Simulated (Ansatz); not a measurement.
C2H5O, doublet: cost against accuracy

Geometry (MP2(full)/6-31G*, from the G2/97 set):

```xyz
8

C     1.0937   -0.5711    0.0000
C     0.0890    0.5859    0.0000
O    -1.1711   -0.0021    0.0000
H     0.2359    1.2018    0.8965
H     0.2359    1.2018   -0.8965
H     2.1083   -0.1669    0.0000
H     0.9583   -1.1897    0.8881
H     0.9583   -1.1897   -0.8881
```

Measured, as an electronic atomization energy: 696.7 kcal/mol (G2/97 heats of formation of molecule and atoms, with zero-point and thermal terms from B3LYP taken off; Curtiss et al., J. Chem. Phys. 106, 1063 (1997), Staroverov et al., J. Chem. Phys. 119, 12129 (2003)). The measured value holds scalar relativity and spin–orbit coupling, which all computed ones lack, and core correlation, which the wave-function levels lack. Atoms are taken at the same level, with ROHF references for molecule and atoms in the R rows. Truncated CI is not size-consistent. The atoms' steps beyond CCSDT(Q) are taken from restricted open-shell runs, which share full CI's core. Ansatz 0.2.0; the 6-31G* set has Cartesian d functions; a miss is computed less measured; times are wall times on shared hosts and scatter by a factor of two or so.

```json
{"level": "RMP2", "basis": "STO-3G", "miss (kcal/mol)": "-4.9", "time of the run": "–", "hardware": "–"}
{"level": "UMP2", "basis": "STO-3G", "miss (kcal/mol)": "-4.6", "time of the run": "–", "hardware": "–"}
{"level": "RCCSDT(Q)", "basis": "STO-3G", "miss (kcal/mol)": "9.5", "time of the run": "9 s", "hardware": "1 CPU thread"}
{"level": "RCCSDTQ", "basis": "STO-3G", "miss (kcal/mol)": "9.5", "time of the run": "3.8 min", "hardware": "1 CPU thread"}
{"level": "r2SCAN", "basis": "STO-3G", "miss (kcal/mol)": "123.8", "time of the run": "2 s", "hardware": "1 CPU thread"}
{"level": "B2PLYP", "basis": "STO-3G", "miss (kcal/mol)": "77.9", "time of the run": "1.5 s", "hardware": "1 CPU thread"}
{"level": "UHF", "basis": "6-31G", "miss (kcal/mol)": "-211.0", "time of the run": "0.67 s", "hardware": "1 CPU thread"}
{"level": "UMP2", "basis": "6-31G", "miss (kcal/mol)": "-104.7", "time of the run": "–", "hardware": "–"}
{"level": "RCCSD(T)", "basis": "6-31G", "miss (kcal/mol)": "-101.0", "time of the run": "4.5 s", "hardware": "1 CPU thread"}
{"level": "UCCSD(T)", "basis": "6-31G", "miss (kcal/mol)": "-101.1", "time of the run": "3.8 s", "hardware": "1 CPU thread"}
{"level": "PBE", "basis": "6-31G", "miss (kcal/mol)": "2.5", "time of the run": "3.9 s", "hardware": "1 CPU thread"}
{"level": "r2SCAN", "basis": "6-31G", "miss (kcal/mol)": "-13.2", "time of the run": "6.5 s", "hardware": "1 CPU thread"}
{"level": "B3LYP", "basis": "6-31G", "miss (kcal/mol)": "-17.4", "time of the run": "3.6 s", "hardware": "1 CPU thread"}
{"level": "B2PLYP", "basis": "6-31G", "miss (kcal/mol)": "-46.9", "time of the run": "4.5 s", "hardware": "1 CPU thread"}
{"level": "RHF", "basis": "6-31G*", "miss (kcal/mol)": "-175.6", "time of the run": "–", "hardware": "–"}
{"level": "UHF", "basis": "6-31G*", "miss (kcal/mol)": "-180.5", "time of the run": "1.2 s", "hardware": "1 CPU thread"}
{"level": "RMP2", "basis": "6-31G*", "miss (kcal/mol)": "-57.4", "time of the run": "–", "hardware": "–"}
{"level": "RCCSD(T)", "basis": "6-31G*", "miss (kcal/mol)": "-60.5", "time of the run": "13 s", "hardware": "1 CPU thread"}
{"level": "UCCSD(T)", "basis": "6-31G*", "miss (kcal/mol)": "-60.7", "time of the run": "14 s", "hardware": "1 CPU thread"}
{"level": "UCCSDT(Q)", "basis": "6-31G*", "miss (kcal/mol)": "-60.2", "time of the run": "28 s", "hardware": "H100 + 2 CPU threads"}
{"level": "r2SCAN", "basis": "6-31G*", "miss (kcal/mol)": "5.1", "time of the run": "11 s", "hardware": "1 CPU thread"}
{"level": "wB97M-V", "basis": "6-31G*", "miss (kcal/mol)": "10.2", "time of the run": "18 s", "hardware": "1 CPU thread"}
{"level": "UHF", "basis": "cc-pVDZ", "miss (kcal/mol)": "-188.6", "time of the run": "1.4 s", "hardware": "1 CPU thread"}
{"level": "UCCSD(T)", "basis": "cc-pVDZ", "miss (kcal/mol)": "-50.9", "time of the run": "21 s", "hardware": "1 CPU thread"}
{"level": "RCCSDT(Q)", "basis": "cc-pVDZ", "miss (kcal/mol)": "-50.3", "time of the run": "67 s", "hardware": "H100 + 2 CPU threads"}
{"level": "wB97M-V", "basis": "cc-pVDZ", "miss (kcal/mol)": "-1.2", "time of the run": "21 s", "hardware": "1 CPU thread"}
{"level": "B2PLYP", "basis": "cc-pVDZ", "miss (kcal/mol)": "-23.2", "time of the run": "8 s", "hardware": "1 CPU thread"}
{"level": "RHF", "basis": "cc-pVTZ", "miss (kcal/mol)": "-172.9", "time of the run": "–", "hardware": "–"}
{"level": "UHF", "basis": "cc-pVTZ", "miss (kcal/mol)": "-179.4", "time of the run": "9 s", "hardware": "1 CPU thread"}
{"level": "RMP2", "basis": "cc-pVTZ", "miss (kcal/mol)": "-13.3", "time of the run": "–", "hardware": "–"}
{"level": "UCCSD(T)", "basis": "cc-pVTZ", "miss (kcal/mol)": "-16.7", "time of the run": "41 s (with forces)", "hardware": "H100 + 2 CPU threads"}
{"level": "PBE", "basis": "cc-pVTZ", "miss (kcal/mol)": "16.7", "time of the run": "17 s", "hardware": "H100 + 2 CPU threads"}
{"level": "r2SCAN", "basis": "cc-pVTZ", "miss (kcal/mol)": "5.9", "time of the run": "22 s (with forces)", "hardware": "H100 + 2 CPU threads"}
{"level": "B3LYP", "basis": "cc-pVTZ", "miss (kcal/mol)": "0.9", "time of the run": "16 s", "hardware": "H100 + 2 CPU threads"}
{"level": "RHF", "basis": "cc-pVQZ", "miss (kcal/mol)": "-171.8", "time of the run": "–", "hardware": "–"}
{"level": "UMP2", "basis": "cc-pVQZ", "miss (kcal/mol)": "-3.7", "time of the run": "–", "hardware": "–"}
{"level": "RCCSD(T)", "basis": "cc-pVQZ", "miss (kcal/mol)": "-7.2", "time of the run": "90 s", "hardware": "H100 + 2 CPU threads"}
{"level": "UCCSD(T)", "basis": "cc-pVQZ", "miss (kcal/mol)": "-7.3", "time of the run": "54 s", "hardware": "H100 + 2 CPU threads"}
{"level": "r2SCAN", "basis": "cc-pVQZ", "miss (kcal/mol)": "6.5", "time of the run": "20 s", "hardware": "H100 + 2 CPU threads"}
{"level": "B2PLYP", "basis": "cc-pVQZ", "miss (kcal/mol)": "-1.4", "time of the run": "29 s", "hardware": "H100 + 2 CPU threads"}
```

HF's time is that of a plain UHF run. A dash: the level came out of a higher level's run.

A composite of the best parts (unrestricted reference, at this geometry, which isn't the minimum of the high levels):

```tsv
part	kcal/mol
Hartree–Fock limit (T, Q; exp(−5.46 √X))	518.41
CCSD(T) correlation limit (T, Q; X⁻³)	177.44
CCSDT − CCSD(T) (DZ)	0.10
(Q) (DZ)	0.41
sum	696.4
sum less measured	-0.3
```
